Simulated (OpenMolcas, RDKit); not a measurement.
**A ladder of methods for C3H9P (trimethylphosphine)**

C3H9P has 13 atoms, charge 0, and is taken as a singlet. SMILES: `CP(C)C`. The coordinates come from a PBE0-D4/def2-TZVP relaxation.

Each level gives the HOMO–LUMO gap (eV). The values are calculated.

| level | kind | program | value (eV) | CPU time |
| --- | --- | --- | --- | --- |
| extended Hückel | semi-empirical | RDKit | 14.97 | under 2 s |
| HF/6-31G* (spherical functions) | Hartree–Fock | OpenMolcas | 14.40 | 7.3 s |
| SVWN5/6-31G* (spherical functions) | LDA | OpenMolcas | 6.04 | 41 s |
| revPBE/6-31G* (spherical functions) | GGA | OpenMolcas | 6.21 | 49 s |
| TPSS/6-31G* (spherical functions) | meta-GGA | OpenMolcas | 6.46 | 65 s |
| B3LYP/6-31G* (Cartesian functions) | global hybrid | OpenMolcas | 7.81 | 57 s |
| B2PLYP/6-31G* (spherical functions) | double hybrid | OpenMolcas | 10.53 | 27 s |

The values span 6.04 to 14.97 eV. Orbital gaps aren't excitation energies, and those of double hybrids come from the SCF part alone; they tend to grow with the share of exact exchange. CPU times are rough (shared hosts, several kinds of processor and program).
